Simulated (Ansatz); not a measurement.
## A ladder of methods for CH2F2 (difluoromethane)

CH2F2: 5 atoms, total charge 0, spin state singlet. SMILES: `FCF`. Geometry: relaxed at PBE0-D4/def2-TZVP.

```xyz
5

F    -1.0733    0.1912    0.6983
C     0.0101   -0.0169   -0.0823
F     1.0905   -0.1792    0.7132
H    -0.1427   -0.9329   -0.6595
H     0.1653    0.8642   -0.7111
```

Quantity: the energy change with the C2–H5 bond stretched from 1.094 to 1.367 Å, in eV. The values are calculated.

```
                      level                   kind  program  value (eV)  less FCI/STO-3G  CPU time (all runs)
  SVWN5/STO-3G (restricted)                    LDA   Ansatz        0.49            -0.06               0.97 s
   BLYP/STO-3G (restricted)                    GGA   Ansatz        0.39            -0.16                1.5 s
 r2SCAN/STO-3G (restricted)               meta-GGA   Ansatz        0.53            -0.02                3.5 s
r2SCAN0/STO-3G (restricted)        hybrid meta-GGA   Ansatz        0.68            +0.13                3.4 s
 B2PLYP/STO-3G (restricted)          double hybrid   Ansatz        0.64            +0.09                1.9 s
    MP2/STO-3G (restricted)    perturbation theory   Ansatz        0.69            +0.14               0.13 s
BCCD(T)/STO-3G (restricted)  coupled cluster or CI   Ansatz        0.55             0.00               0.26 s
CCSD(T)/STO-3G (restricted)  coupled cluster or CI   Ansatz        0.55             0.00               0.22 s
  CCSDT/STO-3G (restricted)  coupled cluster or CI   Ansatz        0.55             0.00               0.42 s
                 FCI/STO-3G     exact in the basis   Ansatz        0.55             0.00                5.1 s
```

FCI/STO-3G is exact within its basis and frozen core, so for wave-function methods in that basis the difference is their error; functionals converge differently with the basis, so for them it is only a difference. The first shape isn't each level's own minimum. The values span 0.39 to 0.69 eV. All rows use very small basis sets, so even the best lies far from the true value. CPU times are rough (shared hosts, several kinds of processor): they show what a rung costs within a factor of a few.
